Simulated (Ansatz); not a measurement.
Start from `Cl[C]Cl` and change one element to get `Cl[Si]Cl`.

Ansatz, PBE0-D4/def2-TZVP geometries, multiplicity 1. 

```json
{"property": "LUMO energy (PBE0/def2-TZVPP) / eV", "`Cl[C]Cl`": "-3.33"}
{"property": "HOMO–LUMO gap (ωB97M-V/def2-TZVPP) / eV", "`Cl[C]Cl`": "8.75"}
{"property": "LUMO energy (PBE/def2-TZVPP) / eV", "`Cl[C]Cl`": "-4.31"}
{"property": "size of the dipole moment (PBE/def2-TZVPP) / D", "`Cl[C]Cl`": "1.29"}
{"property": "HOMO–LUMO gap (PBE0/def2-TZVPP) / eV", "`Cl[C]Cl`": "4.16"}
{"property": "size of the dipole moment (ωB97M-V/def2-TZVPP) / D", "`Cl[C]Cl`": "1.22"}
```

(1) What does the change do to each property? (Best estimate.)

Results:

(1) Ansatz gave: 
```
                                          property  `Cl[Si]Cl`  shift
                LUMO energy (PBE0/def2-TZVPP) / eV       -2.86   0.47
           HOMO–LUMO gap (ωB97M-V/def2-TZVPP) / eV        8.97   0.22
                 LUMO energy (PBE/def2-TZVPP) / eV       -3.62   0.69
    size of the dipole moment (PBE/def2-TZVPP) / D        0.75  -0.54
              HOMO–LUMO gap (PBE0/def2-TZVPP) / eV        4.88   0.72
size of the dipole moment (ωB97M-V/def2-TZVPP) / D        1.05  -0.17
```

With PBE0 the HOMO falls by 0.25 eV and the LUMO rises by 0.47 eV, so the gap widens by about 0.72 eV. PBE moves the HOMO by -0.53 eV and ωB97M-V by -0.03 eV. Dipoles are sizes alone; their direction can turn.
